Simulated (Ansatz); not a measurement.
# ClH4Si (charge -1): a dynamics run in two tries

Aim: a short trajectory for this system. SMILES of the start: [Cl-].[SiH4].

Program: Ansatz 0.2.0. Level of theory: RHF/def2-SVP. These are calculated values, not measurements.

## (1) The system as given

Bond lengths: Si2–H3 1.435 Å, Si2–H4 1.441 Å, Si2–H5 1.412 Å, Si2–H6 1.404 Å. Angles: H3–Si2–H4 92.9°, H3–Si2–H5 112.4°, H3–Si2–H6 117.9°, H4–Si2–H5 120.8°, H4–Si2–H6 97.8°, H5–Si2–H6 113.2°.

Structure file:

```xyz
6

Cl   -0.0595    1.1051   -2.4566
Si   -0.0286   -0.4559    0.5947
H    -0.9688    0.6283    0.5792
H    -0.5393   -0.9763    1.8371
H     1.3079   -0.0117    0.4914
H    -0.3022   -1.5750   -0.2071
```

## (2) First try

File input.yaml:

```yaml
crystal:
  periodic: [false, false, false]
  atoms:
    - { symbol: Cl, position_ang: [-0.05945, 1.10509, -2.456587] }
    - { symbol: Si, position_ang: [-0.028573, -0.455918, 0.594707] }
    - { symbol: H, position_ang: [-0.968827, 0.628287, 0.579217] }
    - { symbol: H, position_ang: [-0.539334, -0.976261, 1.837121] }
    - { symbol: H, position_ang: [1.307938, -0.011737, 0.49145] }
    - { symbol: H, position_ang: [-0.302202, -1.575013, -0.207094] }
magnetization:
  spin_polarized: true
  initial_magnetization: 1
total_charge: -1
basis:
  gaussian: { orbitals: def2-SVP }
hamiltonian:
  xc: hf
md:
  timestep: 0.5
  n_steps: 25
  ensemble: nvt_langevin
  temperature: 50.0
  initial_velocities: maxwell_boltzmann
  seed: 793661
  friction: 0.02
  masses: [{ species: H, mass: 3.016 }]
```

Started as:

```sh
$ ansatz run input.yaml --threads 1 --pin off --max-ram 2048MiB --backend cpu --events-out ev --progress --plain --runs-dir out
```

Q: Predict the outcome of this session. Wanted: first try.

As calculated:

```
 quantity                                                                                                    value
first try                                                                                                  refused
    cause  the number of unpaired electrons doesn't fit the number of electrons: even goes with even, odd with odd
```

**Reading.** The fault in the first input was caught at the input check and cost nothing.
